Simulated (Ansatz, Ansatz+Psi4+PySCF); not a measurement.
```xyz
6

N     0.0000    0.0000    0.3323
O     0.0000    1.1181   -0.1454
O     0.0000   -1.1181   -0.1454
N    21.0000   17.0000   19.3323
O    21.0000   18.1181   18.8546
O    21.0000   15.8819   18.8546
```

Basis set: cc-pVTZ (spherical functions). Left uncorrelated: 6 orbitals. Correlation on ROHF uses semicanonical orbitals with singles. Charge 0, multiplicity 3.

Computed with Ansatz (development build ahead of 0.2.0); each method stands on the lowest determinant of its kind that the runs found.

The atomization energy at this shape (free ground-state atoms in the same class of orbitals less the molecule, no zero-point energy) of triplet N₂O₄ in separate pieces:

```tsv
method	atomization energy
UHF-MP2	19.24 eV
ROHF	4.58 eV
UHF	4.30 eV
```

Question: What does ROHF-MP2 give?

Answer: 20.64 eV. Caution for UHF-MP2, UHF: the unrestricted determinant is spin contaminated.
